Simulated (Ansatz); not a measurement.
Trigonal Te, treated with PBEsol (plane waves, PAW; Ansatz, a program for electronic structure).

Settings: plane-wave cutoff 500 eV, 12×12×6 k mesh (along the axes of the cell as run), gaussian smearing 0.02 eV, scalar-relativistic PAW data made under PBE.

Cell (relaxed at this level):

```
Te
1.0
    2.15849    -3.73861     0.00000
    2.15849     3.73861     0.00000
    0.00000     0.00000     5.95337
Te
3
Direct
  0.00000   0.28418   0.66667
  0.71582   0.71582   0.00000
  0.28418   0.00000   0.33333
```

### Question
What does this level give for the band gap?

### Answer

- band gap = 0.01 eV (under three smearing widths, so not firm)

Measured, for comparison: band gap 0.33 eV (temperature not stated, not corrected to a static lattice, compiled measured gap; kind and temperature not stated; as tabulated in Kothakonda et al. (2022), arXiv:2208.02841).

Note: the cell comes from a level without a dispersion term, which matters for the spacing of layers, chains or molecules.

Spin–orbit coupling is not included; with these elements it can move the gap by several tenths of an eV or more.

Computed values are for the static lattice.
